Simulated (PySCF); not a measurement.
FHO.
SMILES: `OF`

The calculation used wB97X-D/def2-SVPD in PySCF (dipole) on a GFN2-xTB geometry, gas phase.

Masses are those of the commonest isotopes; rigid-rotor values at the optimised geometry. 

(1) What are A, B and C (cm⁻¹)?

(2) What kind of rotor is it?

(3) Give the coordinates in the principal-axis frame, origin at the centre of mass.

(4) Which lines would a microwave search look for?

(5) Estimate the classical rotational partition function at 500 K.

Results:

(1) Ia = 0.83, Ib = 17.61, Ic = 18.44 u·Å²; 505379 MHz·u·Å²/I gives 605787, 28704 and 27405 MHz, that is A = 20.20688, B = 0.95746, C = 0.91415 cm⁻¹.

(2) A near-prolate asymmetric top. Ray's parameter κ = (2B − A − C)/(A − C) = -0.996; −1 is the prolate and +1 the oblate limit.

(3) The sense of each axis is arbitrary; atoms in the order of the calculation.
| atom | mass (u) | a (Å) | b (Å) | c (Å) |
| --- | --- | --- | --- | --- |
| O1 | 15.995 | -0.723 | 0.065 | 0.000 |
| F2 | 18.998 | 0.660 | -0.009 | 0.000 |
| H3 | 1.008 | -0.980 | -0.871 | 0.000 |

(4) The dipole components are |μa| = 1.01 D, |μb| = 1.68 D, |μc| = 0.00 D; the mirror of this Cs structure is the ab plane, so μc vanishes by symmetry and there are no c-type lines. Intensities carry the squares of the components, which stand as 0.36 : 1.00 (a : b). Some lines, for components of 0.1 D or more:

```
type  branch         J(Ka,Kc)      MHz  lower level (cm⁻¹)
   a       Q  2(1,1) ← 2(1,2)     3896              24.821
   a       Q  3(1,2) ← 3(1,3)     7791              30.371
   a       R  3(2,1) ← 2(2,0)   168337              82.699
   a       R  4(1,4) ← 3(1,3)   221836              30.371
   a       R  4(3,1) ← 3(3,0)   224442             184.669
   a       R  4(1,3) ← 3(1,2)   227031              30.631
   a       R  5(2,3) ← 4(2,2)   280586              95.801
   b       Q  5(1,4) ← 5(0,5)   587533              28.072
   b       Q  3(2,2) ← 3(1,3)  1737094              30.371
   b       Q  4(2,3) ← 4(1,4)  1739693              37.770
   b       R  2(2,0) ← 1(1,1)  1846067              21.121
   b       R  3(2,2) ← 2(1,1)  1899577              24.951
   b       R  3(2,1) ← 2(1,2)  1903484              24.821
   b       Q  3(3,0) ← 3(2,1)  2888652              88.314
   b       Q  3(3,1) ← 3(2,2)  2888663              88.314
   b       R  3(3,1) ← 2(2,0)  3056989              82.699
   b       R  4(3,1) ← 3(2,2)  3113105              88.314
   b       R  4(4,1) ← 3(3,0)  4268564             184.669
   b       R  4(4,0) ← 3(3,1)  4268564             184.669
   b       Q  5(5,0) ← 5(4,1)  5199586             336.412
```

(5) Point group Cs, symmetry number σ = 1; q = (√π/σ)·√((kT/h)³/(ABC)), k/h = 20836.6 MHz/K: 2730 at 500 K.

GFN2-xTB frequencies: not computed here. Zero-point vibration and centrifugal distortion are left out.
